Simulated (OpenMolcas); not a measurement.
# C2H6Si (SMILES CC[SiH]), step by step

Aim: a series of 9 runs (UHF/cc-pVDZ, CASSCF(2,2)/cc-pVDZ, CASPT2(2,2)/cc-pVDZ, CASPT2[IPEA 0](2,2)/cc-pVDZ, SC-NEVPT2(2,2)/cc-pVDZ, PC-NEVPT2(2,2)/cc-pVDZ, MC-PDFT[tPBE](2,2)/cc-pVDZ, MC-PDFT[ftPBE](2,2)/cc-pVDZ, and more) of C2H6Si. 

The calculation is run with OpenMolcas 26.06.

### 1 Starting point

C2H6Si has 9 atoms, charge 0, and is taken as a singlet. As SMILES, `CC[SiH]`. The C2–Si3 distance was set to 2.458 Å, away from the relaxed value.

Bond lengths: C1–C2 1.523 Å, C1–H4 1.094 Å, C1–H5 1.093 Å, C1–H6 1.092 Å, C2–H7 1.095 Å, C2–H8 1.111 Å, Si3–H9 1.532 Å. Angles: C1–C2–H7 111.7°, C1–C2–H8 109.8°, C2–C1–H4 112.0°, C2–C1–H5 111.1°, C2–C1–H6 111.0°, H7–C2–H8 104.1°, H4–C1–H5 107.1°, H4–C1–H6 108.1°, H5–C1–H6 107.3°. A long bond or contact: C2–Si3 2.458 Å.

### 2 The energy at UHF/cc-pVDZ (run 1)

Input file step1.inp:

```
>>> EXPORT MOLCAS_PRINT=2

&GATEWAY
 BasLib=$CurrDir
 Coord
 9
 angstrom
 C       -0.909087       0.434075      -1.029946
 C        0.107913      -0.625325      -0.626146
 Si       1.475100      -0.358700       1.398700
 H       -1.524387       0.111575      -1.874946
 H       -0.413487       1.361475      -1.327746
 H       -1.573887       0.674775      -0.197746
 H        0.735513      -0.926325      -1.471546
 H       -0.418487      -1.559225      -0.333846
 H        0.401100       0.410600       2.175300
 Basis=cc-pVDZ
 Group=NoSym

&SEWARD

&SCF
 UHF
 Scramble=0.25
 PrOrbitals=1 2
```

The basis set cc-pVDZ is read from a file made from the Basis Set Exchange's data (not shown).

Command:

```bash
$ export MOLCAS_MEM=1860
$ pymolcas step1.inp > step1.log
```

The program printed:

```text
--- Start Module: gateway ---
[...]
--- Stop Module: gateway /rc=_RC_ALL_IS_WELL_ ---
--- Start Module: seward ---
[...]
      Basis functions           76
--- Stop Module: seward /rc=_RC_ALL_IS_WELL_ ---
[...]
--- Start Module: scf ---
[...]
       Convergence after  37 Iterations
[...]
::    Total SCF energy                               -368.0578212557
[...]
      Total spin, S                                     0.2861622078
[...]
      Total electronic charge=   32.000000
      Total            charge=   -0.000000
[...]
      Dipole Moment (debye):
      Origin of the operator (angstrom)=    0.4970   -0.2112    0.2793
                   X= -5.9523E-03               Y=  2.2691E-02               Z=  1.9992E-01           Total=  2.0129E-01
      Quadrupole Moment (debye*angstrom):
[...]
--- Stop Module: scf /rc=_RC_ALL_IS_WELL_ ---
[...]
```

Wall time 8.7 s (1 thread of Arm Neoverse V1, shared host); peak memory 0.43 GiB.

### 3 A single-point energy at CASSCF(2,2)/cc-pVDZ (run 2)

Input file step2.inp:

```
* C2H6Si CASSCF
&GATEWAY
BASLIB=$CurrDir
COORD
9
angstrom
C       -0.909087       0.434075      -1.029946
C        0.107913      -0.625325      -0.626146
Si       1.475100      -0.358700       1.398700
H       -1.524387       0.111575      -1.874946
H       -0.413487       1.361475      -1.327746
H       -1.573887       0.674775      -0.197746
H        0.735513      -0.926325      -1.471546
H       -0.418487      -1.559225      -0.333846
H        0.401100       0.410600       2.175300
BASIS=cc-pVDZ
GROUP=NoSym
&SEWARD
&RASSCF
FILEORB=$CurrDir/step1.UnaOrb
SPIN=1
NACTEL=2 0 0
INACTIVE=15
RAS2=2
ORBLISTING=Nothing
ORBAPPEAR=Compact
```

The basis set cc-pVDZ is read from a file made from the Basis Set Exchange's data (not shown).

Command:

```bash
$ export MOLCAS_MEM=1860
$ pymolcas step2.inp > step2.log
```

The program printed:

```text
--- Start Module: gateway ---
[...]
--- Stop Module: gateway /rc=_RC_ALL_IS_WELL_ ---
--- Start Module: seward ---
[...]
      Basis functions           76
--- Stop Module: seward /rc=_RC_ALL_IS_WELL_ ---
[...]
--- Start Module: rasscf ---
[...]
      Number of active orbitals                  2
[...]
      Spin quantum number                      0.0
[...]
      Active orbitals                            2
[...]
      Number of CSFs                             3
[...]
      Number of root(s) required                 1
[...]
      Convergence after 15 iterations
[...]
      printout of CI-coefficients larger than  0.05 for root  1
      energy=    -368.074728
      conf/sym  11     Coeff  Weight
             1  20   0.97974 0.95989
             3  02  -0.20027 0.04011
      Natural orbitals and occupation numbers for root  1
      sym 1:   1.919786   0.080214
      ************************************************************************************************************************
      *                                                    Final results                                                     *
[...]
::    RASSCF root number  1 Total energy:   -368.07472783
[...]
      Total electronic charge=   32.000000
      Total            charge=   -0.000000
[...]
      Dipole Moment (debye):
      Origin of the operator (angstrom)=    0.4970   -0.2112    0.2793
                   X=  9.6444E-02               Y=  4.4964E-02               Z=  3.7029E-01           Total=  3.8528E-01
      Quadrupole Moment (debye*angstrom):
[...]
--- Stop Module: rasscf /rc=_RC_ALL_IS_WELL_ ---
[...]
```

It took 6 s on 1 thread of Arm Neoverse V1, shared host; peak memory 0.43 GiB.

Runs 3 to 8 aren't shown in full; the table further down has their settings and results.

### 4 The energy at MRCI(2,2)/cc-pVDZ (run 9)

Input file step9.input:

```
* C2H6Si MRCI

&gateway
  baslib
  $CurrDir
  coord
  9
  angstrom
  C       -0.909087       0.434075      -1.029946
  C        0.107913      -0.625325      -0.626146
  Si       1.475100      -0.358700       1.398700
  H       -1.524387       0.111575      -1.874946
  H       -0.413487       1.361475      -1.327746
  H       -1.573887       0.674775      -0.197746
  H        0.735513      -0.926325      -1.471546
  H       -0.418487      -1.559225      -0.333846
  H        0.401100       0.410600       2.175300
  basis
  cc-pVDZ
  group
  NoSym

&seward

&rasscf
  fileorb
  $CurrDir/step2.RasOrb
  spin
  1
  nactel
  2 0 0
  inactive
  15
  ras2
  2
  orblisting
  Nothing
  orbappear
  Compact

&motra
  lumorb
  frozen
  7

&guga
  electrons
  18
  spin
  1
  inactive
  8
  active
  2
  ciall
  1

&mrci
  sdci
```

The basis set cc-pVDZ is read from a file made from the Basis Set Exchange's data (not shown).

Command:

```bash
$ export MOLCAS_MEM=1860
$ pymolcas step9.input > step9.log
```

The program printed:

```text
--- Start Module: gateway ---
[...]
--- Stop Module: gateway /rc=_RC_ALL_IS_WELL_ ---
[...]
      Basis functions           76
[...]
      Number of active orbitals                  2
[...]
      Spin quantum number                      0.0
[...]
      Active orbitals                            2
[...]
      Number of CSFs                             3
[...]
      Number of root(s) required                 1
[...]
      Convergence after  4 iterations
[...]
      printout of CI-coefficients larger than  0.05 for root  1
      energy=    -368.074728
      conf/sym  11     Coeff  Weight
             1  20   0.97974 0.95989
             3  02  -0.20027 0.04011
      Natural orbitals and occupation numbers for root  1
      sym 1:   1.919783   0.080217
      ************************************************************************************************************************
      *                                                    Final results                                                     *
[...]
::    RASSCF root number  1 Total energy:   -368.07472783
[...]
      Dipole Moment (debye):
      Origin of the operator (angstrom)=    0.4970   -0.2112    0.2793
                   X=  9.6466E-02               Y=  4.4980E-02               Z=  3.7028E-01           Total=  3.8528E-01
      Quadrupole Moment (debye*angstrom):
[...]
--- Start Module: guga ---
[...]
--- Stop Module: guga /rc=_RC_ALL_IS_WELL_ ---
[...]
       (But an ACPF correction will be computed)
       USE THE DEFAULT ACPF G-VALUE GFAC=  0.11111111111111110
[...]
                      CI ENERGY:  -368.43842996
[...]
                ACPF CORRECTION:    -0.04714938
[...]
      Total electronic charge=   32.000000
      Total            charge=    0.000000
[...]
     ACPF CORRECTION:     -0.04714938
[...]
  CI State   1     Total energy:   -368.43842996     QDav:     -0.05391676     QACPF:     -0.04714938
[...]
```

It took 15 s on 1 thread of Arm Neoverse V1, shared host; peak memory 0.43 GiB.

### 5 All runs side by side

| run | level | scramble | active rule | energy (Eh) | dipole moment (D) of the reference | wall time |
| --- | --- | --- | --- | --- | --- | --- |
| 1 | UHF/cc-pVDZ | 0.25 | – | -368.057821 | 0.20 | 8.7 s |
| 2 | CASSCF(2,2)/cc-pVDZ | – | uhf natural orbitals | -368.074728 | 0.39 | 6 s |
| 3 | CASPT2(2,2)/cc-pVDZ | – | uhf natural orbitals | -368.440280 | 0.39 | 4.8 s |
| 4 | CASPT2[IPEA 0](2,2)/cc-pVDZ | – | uhf natural orbitals | -368.441394 | 0.39 | 4.5 s |
| 5 | SC-NEVPT2(2,2)/cc-pVDZ | – | uhf natural orbitals | -368.436347 | 0.39 | 4.5 s |
| 6 | PC-NEVPT2(2,2)/cc-pVDZ | – | uhf natural orbitals | -368.436373 | 0.39 | 4.5 s |
| 7 | MC-PDFT[tPBE](2,2)/cc-pVDZ | – | uhf natural orbitals | -368.916598 | 0.39 | 5.4 s |
| 8 | MC-PDFT[ftPBE](2,2)/cc-pVDZ | – | uhf natural orbitals | -369.022152 | 0.39 | 5.4 s |
| 9 | MRCI(2,2)/cc-pVDZ | – | uhf natural orbitals | -368.438430 | 0.39 | 15 s |

### 6 What came out

| quantity | value |
| --- | --- |
| run 9, MRCI(2,2)/cc-pVDZ: total energy | -368.43843 Eh |
| run 9, MRCI(2,2)/cc-pVDZ: dipole moment (CASSCF density) | 0.39 D |

In words: Below the UHF energy at the same shape and in the same basis (cc-pVDZ): CASSCF(2,2) -16.9 mEh; CASPT2(2,2) -382.5 mEh; CASPT2[IPEA 0](2,2) -383.6 mEh; SC-NEVPT2(2,2) -378.5 mEh; PC-NEVPT2(2,2) -378.6 mEh; MRCI(2,2) -380.6 mEh. Active-space methods hold only the correlation inside their space unless a perturbation or CI step follows. Spin contamination of the reference: run 1 ⟨S²⟩ = 0.37. All runs together took 59 s, the longest 15 s.
